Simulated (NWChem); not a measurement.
# CASSCF(4,4)/4-31G run of NH3S (SMILES NS)

Aim: the vertical singlet–triplet gap of NH3S at CASSCF(4,4)/4-31G, from 2 runs. 

Program for the calculation: NWChem 7.3.0.

## 1. The system as given

NH3S: 5 atoms, total charge 0, spin state singlet. SMILES: `NS`. The coordinates come from a GFN2-xTB relaxation. This is one conformer, not always the lowest.

Bond lengths: N1–S2 1.719 Å, N1–H3 1.015 Å, N1–H4 1.015 Å, S2–H5 1.338 Å. Angles: N1–S2–H5 95.5°, S2–N1–H3 109.8°, S2–N1–H4 109.7°, H3–N1–H4 108.9°.

## 2. A single-point energy at CASSCF(4,4)/4-31G

h3ns.xyz

```xyz
5
H3NS
N     -0.162760    -0.507400    -0.231700
S      0.168270     0.954370     0.610330
H      0.015040    -1.300690     0.375430
H     -1.135990    -0.524720    -0.519210
H      1.115440     1.378440    -0.234860
```

h3ns.nw

```
START h3ns
TITLE "H3NS"
memory total 2200 mb

GEOMETRY noautosym nocenter noautoz
load format xyz h3ns.xyz
END

BASIS spherical bse
* library 4-31G
END

SCF
thresh 1e-08
maxiter 60
direct
print low
END

MCSCF
active 4
actelec 4
multiplicity 1
maxiter 50
END

TASK mcscf energy
```

Command:

```
nwchem h3ns.nw > h3ns.out
```

Log:

```text
[...]
     --- Warning:   26 Hessian diagonals < 0.05 ---
     --- Warning: Precondition failed to converge:Residue: current= 0.2D+00 required= 0.3D-01---
 Increase level shift to     0.24
[...]
     --- Warning:   16 Hessian diagonals < 0.05 ---
[...]
     --- Warning:   16 Hessian diagonals < 0.05 ---
     --- Warning: Precondition failed to converge:Residue: current= 0.4D-01 required= 0.3D-01---
[...]
     --- Warning:   16 Hessian diagonals < 0.05 ---
[...]
       Total MCSCF energy =   -453.152967385028
[...]
```

It took 19 s on 1 thread of AMD EPYC 9B45 (Zen 5), shared host; peak memory 0.099 GiB.

## 3. The triplet

mymol.nw

```
start mymol
memory 2200 mb
geometry noautosym nocenter
zmatrix
  N
  S 1 r2
  H 1 r3 2 a3
  H 1 r4 3 a4 2 d4
  H 2 r5 1 a5 3 d5
variables
  r2 1.719118
  r3 1.014657
  a3 109.75333
  r4 1.014957
  a4 108.9162
  d4 -120.17113
  r5 1.338399
  a5 95.53079
  d5 120.04319
end
end
basis "ao basis" spherical bse
* library 4-31G
end
scf
triplet
rohf
thresh 1e-08
maxiter 80
direct
noprint "final vectors analysis"
end
mcscf
active 4
actelec 4
multiplicity 3
maxiter 50
end
task mcscf energy
```

Command:

```
nwchem mymol.nw > mymol.out
```

Log:

```text
[...]
     --- Warning:   12 Hessian diagonals < 0.05 ---
     --- Conjugacy reset ---
[...]
     --- Warning:    1 Hessian diagonals < 0.05 ---
[...]
     --- Warning:    2 Hessian diagonals < 0.05 ---
[...]
     --- Warning:    2 Hessian diagonals < 0.05 ---
[...]
     --- Warning:    1 Hessian diagonals < 0.05 ---
[...]
     --- Warning:    1 Hessian diagonals < 0.05 ---
[...]
       Total MCSCF energy =   -452.944631124717
[...]
```

It took 3.3 s on 1 thread of AMD EPYC 9B45 (Zen 5), shared host; peak memory 0.1 GiB.

## 4. Summary of results

At CASSCF(4,4)/4-31G:

| quantity | value |
| --- | --- |
| singlet: total energy | -453.15297 Eh |
| singlet: dipole moment (of the density that the program reports) | 0.91 D |
| triplet: total energy | -452.94463 Eh |
| triplet: dipole moment (of the density that the program reports) | 1.12 D |
| vertical energy of the triplet above the singlet | 5.669 eV |

In words: At this shape the triplet lies 5.67 eV (547 kJ/mol) above the singlet. Mulliken charges (singlet) run from -0.94 on N1 to +0.35 on H3; they depend strongly on the basis. Mulliken charges (triplet) run from -0.96 on N1 to +0.28 on H3; they depend strongly on the basis.
